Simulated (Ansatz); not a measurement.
A made-up structure of MgH3O (charge +1), closed shell:

```json
{"atom": "O1", "x (Å)": "0.2609", "y (Å)": "1.0410", "z (Å)": "-0.2406"}
{"atom": "Mg2", "x (Å)": "-0.2132", "y (Å)": "-0.8525", "z (Å)": "0.1955"}
{"atom": "H3", "x (Å)": "-0.7345", "y (Å)": "-1.4578", "z (Å)": "1.7187"}
{"atom": "H4", "x (Å)": "-0.1798", "y (Å)": "-2.1957", "z (Å)": "-0.8783"}
{"atom": "H5", "x (Å)": "0.4903", "y (Å)": "1.9600", "z (Å)": "-0.4500"}
```

It is relaxed with PBE-D4/def2-SVP and then PBE0-D4/def2-TZVP (Ansatz 0.2.0). Atoms count as bonded within 1.22 times the sum of their covalent radii (H–H: 0.88 Å). The end point is not checked to be a true minimum.

(1) Does its bonding change? (Judge from chemistry; the calculation decides.)

Answers

(1) By the calculation: Yes. Formed: H3–H4; broken: none.

Where it ends: The first stage lowers the energy by 4.72 eV in 9 steps. It ends as MgH₃O ([OH][Mg]1[H][H]1), total charge +1:
```
5
angstrom
O 0.3167 1.2651 -0.2914
Mg -0.0864 -0.3450 0.0787
H -0.6512 -2.1927 0.8883
H -0.4972 -2.3973 0.1673
H 0.5418 2.1649 -0.4976
```

Labels in which every atom is bracketed show which atoms are joined, not bond orders.

For scale, one of the runs: PBE0-D4/def2-TZVP relaxation, 81 basis functions, launched by `ansatz run in.yaml --threads 2 --pin off --events-out ev --progress --plain --max-ram 4352MiB`. Hardware: 2 CPU threads of an Arm Neoverse V1, shared host. Wall time about 3.4 s.
